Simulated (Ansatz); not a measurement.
1T (CdI2-type) HfS2, treated with HSE06-D3(BJ) in Ansatz (PAW).

Numerical settings: plane-wave cutoff 460 eV, 9×9×4 k mesh (along the axes of the cell as run), Fermi–Dirac smearing 0.01 eV, scalar-relativistic PAW data made under PBE.

Cell (relaxed at this level):

HfS$_{2}$ has the trigonal space group P-3m1 (No. 164), the CdI2 type structure, Pearson symbol hP3. Cell: a = 3.5977 Å, b = 3.5977 Å, c = 5.6807 Å, α = 90.00°, β = 90.00°, γ = 120.00°. Hf on 1a has 6 S at 2.529 Å (octahedral). S on 2d is surrounded by 3 Hf at 2.529 Å (trigonal pyramidal). (Neighbours: up to the widest gap in distance over summed covalent radii, below 1.35, at either atom; cation-cation and far metal-metal contacts left out.)

Q: Give the computed band gap and smallest direct gap on the k points sampled.

A: 
- band gap: 1.58 eV
- smallest direct gap on the k points sampled: 2.69 eV

Measured, for comparison: band gap 1.8 eV (temperature not stated, no zero-point or thermal correction, fundamental, indirect, our sources range from 1.80 to 1.96; as tabulated in Rybak et al. (2022), arXiv:2210.12074).

Spin–orbit coupling is not included.

Ansatz is an electronic-structure program.
